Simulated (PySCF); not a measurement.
# CH₂: one-bond stretch

Method: UPBE0/[C def2-TZVP, H def2-TZVP], no relativity, density fitting, PySCF.

Rigid scan from the triplet minimum (C–H 1.079 Å (×2); H–C–H 134.8°). Coordinate: the bond from C to the last atom (H) scaled, the rest fixed. Energies in kJ/mol from the minimum.

```csv
scale of one bond,E (kJ/mol),dipole size (D),⟨S²⟩
0.92,15.6,0.63,2.01
0.96,3.6,0.64,2.01
1.00,0.0,0.64,2.01
1.05,4.7,0.65,2.01
1.12,23.4,0.65,2.01
1.20,56.2,0.65,2.01
1.35,133.0,0.65,2.01
1.55,240.8,–,2.01
1.80,357.1,–,2.03
2.20,439.6,–,2.22
```

Spin contamination is strong at 2.20, so these points are less reliable.

Other isomers or separated fragments may lie lower.

The scan took of the order of 40 core-seconds on a shared host.
